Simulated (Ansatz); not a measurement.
## How far each method lies from full CI for HBSi, singlet

Geometry: a point of a stretch scan, not a stationary point.

```xyz
3

Si    0.0000    0.0000   -2.1228
B     0.0000    0.0000   -0.2276
H     0.0000    0.0000    2.3504
```

Basis 6-31G; Ansatz 0.2.0. Only valence electrons are correlated (noble-gas cores frozen), which leaves 8 electrons in 18 orbitals. Prefix R: restricted or restricted open-shell reference; prefix U: unrestricted. Active spaces: valence = (8e, 9o) chosen from the atoms' valence shells; pair = (2e, 2o) about the gap.

Full CI is exact within this basis and frozen core; it isn't the basis-set limit. The frozen core follows each run's orbitals, which can shift R against U totals by a few meV.

The determinant fills πx and πy unequally, so it is a mixture of Σ and Δ, which weighs on every level built on one determinant.

```
UHF ⟨S²⟩                          : 1.895
T1 diagnostic (RCCSD)             : 0.0310
largest doubles amplitude (RCCSD) : 0.401
```

```csv
level,E − E(full CI) (kJ/mol),share of correlation (%),wall time
RHF,496.7,0.00,–
UHF†,245.6,–,–
RMP2,181.4,63.47,–
UMP2†,90.1,–,–
CISD,93.0,81.27,0.36 s
RCCSD*,36.2,92.71,–
UCCSD*†,-12.5,–,–
RCCSD(T)*,11.3,97.71,0.75 s
UCCSD(T)*†,-37.2,–,3.6 s
BCCD(T)*,11.3,97.72,0.78 s
RCCSDT*,6.8,98.64,–
UCCSDT*†,-79.1,–,–
CISDTQ,13.3,97.33,1.7 s
RCCSDT(Q)*,3.3,99.34,1.2 s
UCCSDT(Q)*†,-94.2,–,8.5 s
RCCSDTQ*,0.6,99.87,7 s
UCCSDTQ*†,-80.4,–,44 s
CASSCF (valence space),72.1,85.48,–
NEVPT2 (valence space),21.2,95.73,4.6 s
MRCISD (valence space),1.9,99.62,–
MRCISD+Q (valence space),0.3,99.94,6.5 s
MRCISD+Q(relaxed) (valence space),-0.4,100.08,7.5 s
```

An asterisk marks runs whose energy the program itself flagged as in doubt. A dagger marks rows that describe another state than the reference (another or a broken symmetry, a higher spin or other natural occupations), so the difference isn't the method's error.

The correlation energy at full CI, counted from RHF, is -5.148 eV. That run took 23 s on 1 thread of Arm Neoverse V2, shared host over 2,341,648 determinants.

Run but not shown, since their state or frozen core can't be matched to the reference's or they repeat it: CASSCF (pair space), NEVPT2 (pair space).

Times hold each run's SCF and search for its determinant on a shared host, so for small cases they say little of a method's own cost; they ran on 1 thread of Arm Neoverse V2.

Unrestricted levels hold only the spin's projection, and here they fall towards a lower state of higher spin.

The full-CI state has the irrep A1 of C2v, in the program's axes (one component, if the state is degenerate).

Natural occupations of full CI about the gap: 1.965 1.915 1.583 0.961 0.942 0.420 0.078 0.077 0.028 0.008; effectively unpaired electrons, Σ n²(2−n)², 2.94. No single determinant describes this state well, so single-reference rows can miss without a flag.
